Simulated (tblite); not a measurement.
BH5OSi (charge -1 and doublet state).
Atom-mapped SMILES: `[BH2-:1][O:2][SiH3:3]` (hydrogens: H4, H5 on B1; H6, H7, H8 on Si3)

Computed with GFN2-xTB (tblite), gas phase: L-BFGS steps from a force-field or distance-geometry start until the largest atomic force falls under 0.01 eV/Å.

Step 41: E = -266.2402 eV
```
atom  x, y, z in Å  |  force x, y, z in eV/Å
B1      1.6541   -0.0499   -0.0380    0.024   0.003  -0.002
O2      0.3635    0.1425    0.3323    0.010  -0.006  -0.009
Si3    -1.2180    0.0944    0.0916    0.015  -0.020  -0.061
H4      1.9934   -0.0064   -1.1969   -0.009   0.029   0.029
H5      2.4461   -0.4073    0.7977    0.007  -0.015  -0.006
H6     -1.7177    0.1826    1.4799   -0.016   0.007   0.027
H7     -2.0460   -1.0552   -0.4823   -0.026   0.028   0.024
H8     -1.4663    1.1085   -1.0090   -0.005  -0.027  -0.001
```

Step 42: E = -266.2408 eV
```
atom  x, y, z in Å  |  force x, y, z in eV/Å
B1      1.6559   -0.0516   -0.0369    0.015   0.010  -0.033
O2      0.3632    0.1446    0.3183    0.004  -0.005   0.012
Si3    -1.2203    0.0961    0.0895    0.020  -0.017  -0.069
H4      2.0049   -0.0033   -1.1926    0.003   0.027   0.023
H5      2.4416   -0.4078    0.8041    0.007  -0.019   0.006
H6     -1.7053    0.1757    1.4839   -0.023   0.009   0.030
H7     -2.0566   -1.0497   -0.4781   -0.030   0.011   0.029
H8     -1.4743    1.1053   -1.0129    0.003  -0.015   0.002
```

Step 43: E = -266.2414 eV
```
atom  x, y, z in Å  |  force x, y, z in eV/Å
B1      1.6578   -0.0547   -0.0357    0.009   0.020  -0.051
O2      0.3629    0.1429    0.3060   -0.001  -0.001   0.035
Si3    -1.2222    0.0954    0.0870    0.022  -0.013  -0.058
H4      2.0156    0.0045   -1.1873    0.017   0.024   0.003
H5      2.4405   -0.4089    0.8083    0.000  -0.025   0.019
H6     -1.6960    0.1740    1.4870   -0.023   0.006   0.017
H7     -2.0687   -1.0448   -0.4740   -0.035  -0.008   0.033
H8     -1.4808    1.1009   -1.0160    0.012  -0.004   0.002
```

Task: Estimate the geometry and energy of step 44. (The exact step hangs on the optimiser's Hessian estimate; all steps are aligned on step 43, rigid shifts and turns removed.)

Result: E = -266.2419 eV, largest force 0.058 eV/Å
```
atom  x, y, z in Å  |  force x, y, z in eV/Å
B1      1.6594   -0.0577   -0.0350    0.009   0.027  -0.048
O2      0.3630    0.1379    0.3009    0.003   0.003   0.050
Si3    -1.2225    0.0919    0.0850    0.014  -0.006  -0.034
H4      2.0212    0.0149   -1.1830    0.028   0.021  -0.026
H5      2.4436   -0.4108    0.8085   -0.016  -0.027   0.027
H6     -1.6937    0.1788    1.4874   -0.018   0.001  -0.006
H7     -2.0787   -1.0422   -0.4712   -0.040  -0.022   0.035
H8     -1.4832    1.0965   -1.0173    0.019   0.004   0.002
```

The energy changes by -0.0005 eV. The first-order estimate −F·Δx gives -0.0007 eV and the mean of the old and new forces, exact on a quadratic surface, -0.0005 eV. The step makes an angle of 73° with the force vector and moves no atom by more than 0.013 Å.

The cost below is that of the whole relaxation. Time: 0.16 s. Hardware: Arm Neoverse V2, one thread, shared host with 96 logical CPUs at a one-minute load of 39.
